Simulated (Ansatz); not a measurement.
Input file:

```yaml
crystal:
  periodic: [false, false, false]
  atoms:
    - {symbol: Si, position_ang: [0.000000, -0.109237, 0.551822]}
    - {symbol: O, position_ang: [0.000000, 0.146113, -0.934402]}
    - {symbol: H, position_ang: [0.000000, 1.375904, 0.926331]}
    - {symbol: H, position_ang: [0.000000, -0.651406, -1.470336]}
basis:
  gaussian: {orbitals: cc-pVDZ}
magnetization: {spin_polarized: false}
correlation: {method: ccsdtq, electrons: outside_noble_gas}
```

```sh
$ ansatz run in.yaml --threads 2 --pin off --events-out ev --progress --plain --max-ram 16896MiB --backend cuda --devices 0, --max-vram 18GiB
```

The program prints:

```
775 factors; integrals over basis functions are off by at most 1.6e-7 eV
mean field evaluation 1: about -9928.2192 eV, gradient 3.1e1 eV
mean field evaluation 2: about -9928.2238 eV, gradient 3.1e1 eV
mean field evaluation 4: about -9930.0384 eV, gradient 1.8e0 eV
mean field evaluation 8: about -9930.0537 eV, gradient 7.4e-2 eV
mean field evaluation 16: about -9930.0479 eV, gradient 3.1e-1 eV
mean field -9930.05373564 eV, -364.9227439528 hartree, gradient 1.9e-6 eV, S^2 0.000000; 0 other end points of the search recorded, 0 dependent functions left out; unrestricted orbitals would lower it
6 core orbitals not correlated: weight in the atoms' cores, before any rotation towards them, 1.000 or more for the frozen orbitals, at most 0.000 for the correlated occupied ones
reference -9930.05373564 eV, -364.9227439528 hartree; 6, 6 occupied and 30, 30 virtual orbitals, 775 factors
second order -7.37961665 eV of doubles, -0.00000000 eV of singles
cycle   1  -7.70737129 eV  change   -3.3e-1 eV  update   8.6e-2
cycle   2  -8.07709163 eV  change   -3.7e-1 eV  update   4.1e-2
cycle   3  -8.25876432 eV  change   -1.8e-1 eV  update   2.5e-2
cycle   4  -8.23709688 eV  change    2.2e-2 eV  update   7.4e-3
cycle   5  -8.23776874 eV  change   -6.7e-4 eV  update   4.5e-3
cycle   6  -8.24217309 eV  change   -4.4e-3 eV  update   2.4e-3
cycle   7  -8.24136778 eV  change    8.1e-4 eV  update   1.0e-3
cycle   8  -8.24068438 eV  change    6.8e-4 eV  update   6.6e-4
cycle   9  -8.24071802 eV  change   -3.4e-5 eV  update   2.7e-4
cycle  10  -8.24093351 eV  change   -2.2e-4 eV  update   1.5e-4
cycle  11  -8.24087122 eV  change    6.2e-5 eV  update   8.9e-5
cycle  12  -8.24088241 eV  change   -1.1e-5 eV  update   2.9e-5
cycle  13  -8.24086788 eV  change    1.5e-5 eV  update   1.3e-5
cycle  14  -8.24085810 eV  change    9.8e-6 eV  update   5.0e-6
cycle  15  -8.24085854 eV  change   -4.4e-7 eV  update   2.8e-6
cycle  16  -8.24086005 eV  change   -1.5e-6 eV  update   1.1e-6
cycle  17  -8.24086002 eV  change    3.6e-8 eV  update   6.4e-7
Total energy: -9938.29459566 eV, -365.2255899726 hartree
```

Ran on 2 threads of AMD EPYC 7R13 with a shared H100 80 GB, shared host: 7 s wall, 0.81 GiB peak host memory.
